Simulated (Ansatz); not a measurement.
Process, species as SMILES: [SiH4] (SiH4) → [SiH3] (SiH3) + H atom
B3LYP-D3(BJ)/def2-TZVP geometries, fixed; electronic energies without zero-point terms.

Basis-set convergence of the bond dissociation energy at PBE0 with Ansatz (a quantum-chemistry and plane-wave program). Cartesian d functions, on some or all atoms, in 6-31+G*, 6-311+G**; all else is spherical. The program fits the integrals of some runs and decomposes those of others, by size. Open shells are unrestricted. No added dispersion term, no relativity. Functions are those of the species that has most. Reference: the value in pcseg-4, 91.86 kcal/mol, itself unsure by roughly 0.02 kcal/mol (its mean distance from aug-pcseg-3, aug-cc-pV(Q+d)Z, cc-pV(5+d)Z). Deviations are taken from unrounded values.

```
basis              functions
-----------------  ---------
pcseg-0                   21
6-31+G*                   31
pcseg-1                   38
cc-pV(D+d)Z               43
6-311+G**                 55
6-311++G(2d,2p)           75
pcseg-2                   90
cc-pV(T+d)Z               95
6-311++G(3df,3pd)        119
cc-pV(Q+d)Z              184
pcseg-3                  196
cc-pV(5+d)Z              320
pcseg-4                  349
```

Task: Which is the smallest set listed that can be trusted to 2 kcal/mol here, that is, within that of the reference together with its larger relatives (same family, alike in diffuse functions; a set with none to test it counts only in the reference's own line)?

Result: The smallest set listed that lies within 2 kcal/mol of the reference with all its larger relatives (same family, alike in diffuse functions; a set with none counts only in the reference's own line) is 6-31+G* (31 functions, 0.02 kcal/mol off). Value minus reference: pcseg-0 -6.07, 6-31+G* 0.02, pcseg-1 -0.39, cc-pV(D+d)Z -0.56, 6-311+G** -0.55, 6-311++G(2d,2p) -0.34, pcseg-2 0.05, cc-pV(T+d)Z -0.05, 6-311++G(3df,3pd) -0.12, cc-pV(Q+d)Z 0.05, pcseg-3 0.01, cc-pV(5+d)Z 0.01, pcseg-4 0.00 kcal/mol.
